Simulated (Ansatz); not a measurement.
```yaml
crystal:
  periodic: [false, false, false]
  atoms:
    - {symbol: F, position_ang: [-1.644614, -0.990168, 1.019798]}
    - {symbol: C, position_ang: [-0.432110, -0.097629, 0.856427]}
    - {symbol: C, position_ang: [0.797808, -0.611218, -0.200651]}
    - {symbol: C, position_ang: [-0.191628, 0.658970, -0.595316]}
    - {symbol: F, position_ang: [-1.195810, 0.488176, -1.688731]}
    - {symbol: F, position_ang: [0.357756, 2.056241, -0.604533]}
    - {symbol: H, position_ang: [-0.124805, 0.484464, 1.877446]}
    - {symbol: H, position_ang: [0.583867, -1.646543, -0.796139]}
    - {symbol: H, position_ang: [1.948769, -0.394150, 0.112325]}
basis:
  gaussian: {orbitals: def2-mTZVPP}
hamiltonian: {xc: {name: r2SCAN0}, pseudopotentials: {relativity: none}}
outputs: {forces: true}
output: {forces: true}
```

```sh
$ ansatz run in.yaml --threads 4 --pin off --events-out ev --progress --plain --max-ram 10444MiB
```

Output, abridged:

```
Error: YAML parse error: error: line 16 column 1: unknown field `outputs`, expected one of crystal, accuracy, basis, kpoints, hamiltonian, magnetization, projection, total_charge, correlation, batch, efield, external_charges, scf, relax, neb, saddle, md, ramp, phonons, dielectric, real_time, elastic, magnetic_configurations, gw, evaluate, workflow, output, checkpoint, execution
14 |   gaussian: {orbitals: def2-mTZVPP}
15 | hamiltonian: {xc: {name: r2SCAN0}, pseudopotentials: {relativity:…
16 | outputs: {forces: true}
17 | output: {forces: true}
```

(1) Something in this input is off. What?

## Answers

(1) The input holds a key that doesn't belong there. The input was rejected before any iteration.
